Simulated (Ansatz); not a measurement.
`FC(Cl)Cl` and `OC(F)Cl` differ in one atom or group.

Ansatz, PBE0-D4/def2-TZVP geometries, multiplicity 1. Each molecule was computed in one conformer, which needn't be the lowest.

```json
{"property": "LUMO energy (ωB97M-V/def2-TZVPP) / eV", "`FC(Cl)Cl`": "1.94"}
{"property": "LUMO energy (PBE/def2-TZVPP) / eV", "`FC(Cl)Cl`": "-1.39"}
{"property": "HOMO energy (B3LYP/def2-TZVPP) / eV", "`FC(Cl)Cl`": "-8.85"}
{"property": "HOMO energy (PBE0/def2-TZVPP) / eV", "`FC(Cl)Cl`": "-9.13"}
{"property": "zero-point energy (PBE0-D4/def2-TZVP) / kJ/mol", "`FC(Cl)Cl`": "57.0"}
{"property": "HOMO–LUMO gap (ωB97M-V/def2-TZVPP) / eV", "`FC(Cl)Cl`": "13.34"}
```

Question: What does the change do to each property? (Estimate.)

Answer: Computed: 
```json
{"property": "LUMO energy (ωB97M-V/def2-TZVPP) / eV", "`OC(F)Cl`": "2.37", "shift": "0.43"}
{"property": "LUMO energy (PBE/def2-TZVPP) / eV", "`OC(F)Cl`": "-0.65", "shift": "0.74"}
{"property": "HOMO energy (B3LYP/def2-TZVPP) / eV", "`OC(F)Cl`": "-8.80", "shift": "0.05"}
{"property": "HOMO energy (PBE0/def2-TZVPP) / eV", "`OC(F)Cl`": "-9.08", "shift": "0.05"}
{"property": "zero-point energy (PBE0-D4/def2-TZVP) / kJ/mol", "`OC(F)Cl`": "94.1", "shift": "37.1"}
{"property": "HOMO–LUMO gap (ωB97M-V/def2-TZVPP) / eV", "`OC(F)Cl`": "13.80", "shift": "0.46"}
```

With PBE0 the HOMO rises by 0.05 eV and the LUMO rises by 0.74 eV, so the gap widens by about 0.69 eV. PBE moves the HOMO by 0.17 eV and ωB97M-V by -0.03 eV. The zero-point energy changes by 37.1 kJ/mol with +3 modes.

B3LYP here is the variant with VWN-RPA as its local correlation; programs differ in this.
